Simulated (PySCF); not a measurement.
Run record: geometry optimisation, `O=C(F)F` (carbonyl fluoride).

Computed with PBE0-D3(BJ)/def2-SVP geometry optimisation, gas phase (PySCF 2.14.0). Start geometry: GFN2-xTB. The input is one job of a driver script: a line of settings, then coordinates in Å.

Command:
```bash
OMP_NUM_THREADS=1 python probes_run.py task.json out
```

Input:
```
{"job": {"xc": "PBE0", "basis": "def2-SVP", "d3": "d3bj", "grid": 1, "kind": "geom"}, "charge": 0, "multiplicity": 1}
O     -0.317733     1.121067     0.804644
C     -0.023968     0.093449     0.356853
F      1.014287    -0.643455     0.692069
F     -0.662352    -0.566288    -0.586866
```

Output:
```
step   0  E = -312.47358230  max force = 0.031414
step   1  E = -312.47400890  max force = 0.006578
step   2  E = -312.47406106  max force = 0.003225
step   3  E = -312.47405520  max force = 0.002179
step   4  E = -312.47407864  max force = 0.000502
step   5  E = -312.47407974  max force = 0.000264
optimisation converged
```

Energies in Eh; «max force» is the largest Cartesian gradient component in Eh/bohr.

Problem. How much energy does the optimisation release, in kcal/mol?

Solution. E(step 0) − E(last step) = 0.000497 Eh, which is 0.3 kcal/mol.

Problem. Give the first gradient maximum in eV/Å.

Solution. With 1 Eh/bohr = 51.422 eV/Å, 1.615 eV/Å.

Main results: final energy -312.47408 Eh after 5 steps; dipole 1.11 D.

Time: 7.5 s; peak memory 0.27 GiB. Hardware: one thread, Arm Neoverse N1 (aarch64), no GPU, shared host.
Labels such as C1 count atoms from 1, the log's own numbers from 0.
